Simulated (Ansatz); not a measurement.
A run of Ansatz (development build ahead of 0.2.0) on singlet OH(-) at this shape:

```json
{"atom": "O", "x (Å)": "0.0000", "y (Å)": "0.0000", "z (Å)": "-0.1177"}
{"atom": "H", "x (Å)": "0.0000", "y (Å)": "0.0000", "z (Å)": "0.9414"}
```

Its results:

```
Converged                       : yes
Total energy                    : -75.38864 hartree
Spin squared of the determinant : 0.000
```

(1) Which input gives this output? Name the method, the orbitals and the basis set, and write the input.

## Answers

(1) RHF in def2-TZVP. An unrestricted run that stays on the closed shell gives the same numbers.

```yaml
crystal:
  periodic: [false, false, false]
  atoms:
    - { symbol: O, position_ang: [0.0, 0.0, -0.11768] }
    - { symbol: H, position_ang: [0.0, 0.0, 0.94141] }
basis:
  gaussian: { orbitals: def2-TZVP }
total_charge: -1
hamiltonian:
  xc: hf
```

Caution: no diffuse functions for an anion.
